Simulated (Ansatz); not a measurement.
## One elementary step

Start structure (SiH₄ClF, closed shell), relaxed at PBE0-D4/def2-TZVP:

| atom | x (Å) | y (Å) | z (Å) |
| --- | --- | --- | --- |
| Si1 | -0.4715 | -0.5707 | 0.6526 |
| H2 | 0.7194 | -1.4097 | 0.4061 |
| H3 | -1.1226 | -0.9240 | 1.9331 |
| H4 | -1.4280 | -0.6337 | -0.4718 |
| Cl5 | 0.1669 | 1.3972 | 0.8300 |
| H6 | 0.9756 | 1.2729 | -1.2674 |
| F7 | 1.1601 | 0.8680 | -2.0825 |

The step: SiH₃Cl ([SiH3][Cl]) + HF → SiH₂ClF ([F][SiH2][Cl]) + H₂; bonds formed: Si1–F7, H2–H6; bonds broken: Si1–H2, H6–F7. Program: Ansatz 0.2.0. Basis: def2-TZVPP and def2-QZVPP. Cores are frozen in the correlated methods. Extrapolation: Hartree–Fock as exp(−7.88 √X), correlation as X^−2.97. Energies below are by CCSD(T) at an estimated basis limit (MP2 extrapolated from triple and quadruple zeta, plus CCSD(T) − MP2 in triple zeta).

(1) What are the electronic barrier and the energy of the step, from the start structure to the end structure? (An estimate is asked for; the value comes from the calculation.)

No T1 diagnostic of these runs exceeds 0.012.

## Answers

(1) By the calculation: Barrier 38.05 kcal/mol; step energy -25.59 kcal/mol (downhill); reverse barrier, their difference, 63.64 kcal/mol. Barrier and step energy count from the start structure, the reverse barrier from the end structure.

The saddle point: One imaginary mode of 1145i cm⁻¹.
```csv
pair,start (Å),saddle (Å),end (Å)
Si1–F7,3.49,1.93,1.59
H2–H6,3.17,1.00,0.75
Si1–H2,1.48,1.69,4.12
H6–F7,0.93,1.18,2.74
```

Zero-point energy (harmonic, PBE0-D4): ZPE is 23.60 kcal/mol at the start and 22.26 kcal/mol at the saddle, so the barrier goes from 38.05 to 36.71 kcal/mol.

Labels in which every atom is bracketed show which atoms are joined, not bond orders.

For scale, one of the runs: CCSD(T)/def2-TZVPP, 171 basis functions, launched by `ansatz run in.yaml --threads 2 --pin off --events-out ev --progress --plain --max-ram 4352MiB`. The run took 27 s on 2 CPU threads of an Arm Neoverse V1 (shared host), with 1.4 GiB of host memory at its peak.
